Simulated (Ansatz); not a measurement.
Reaction (hydrogenolysis of a C–F bond): `CC(F)CF` + H₂ → `CC(C)F` + H–F

Program: Ansatz. Geometries: PBE0-D4/def2-TZVP. ΔE: electronic, gas phase. CBS: MP2 limit from def2 TZ/QZ plus the TZ coupled-cluster correction, frozen cores. This one scheme is used for every species. Each species was taken in one conformer, which may not be the lowest.

```tsv
level	ΔE (kJ/mol)
HF/def2-SVP	-102.2
MP2/def2-SVP	-106.3
SCS-MP2/def2-TZVPP	-110.7
CCSD/def2-TZVPP	-111.7
```

Problem. What does CCSD(T)/CBS give? (Best estimate.)

Solution. Computed: -113.3 kJ/mol. The listed levels differ from it by 11.1, 7.0, 2.6, 1.6 kJ/mol.

Problem. What do rigid-rotor, harmonic-oscillator terms from PBE0-D4/def2-TZVP frequencies (298.15 K, 1 bar) make of the CCSD(T)/CBS value? (Best estimate.)

Solution. Ansatz gave: ΔZPE = +16.5 kJ/mol, ΔH = -98.5 kJ/mol, ΔS = 22 J/(mol·K), ΔG = -105.1 kJ/mol.

Largest T1 diagnostic among the species: 0.010.

Leaving LDA and LC-ωPBE aside and taking each functional with its dispersion term where it has one, the values, not all of them listed here, spread over 17.6 kJ/mol, from PBE-QIDH to BLYP-D4. From PBE to PBE0 (25 % exact exchange), in def2-TZVPP and without D4, ΔE moves by −6.3 kJ/mol.
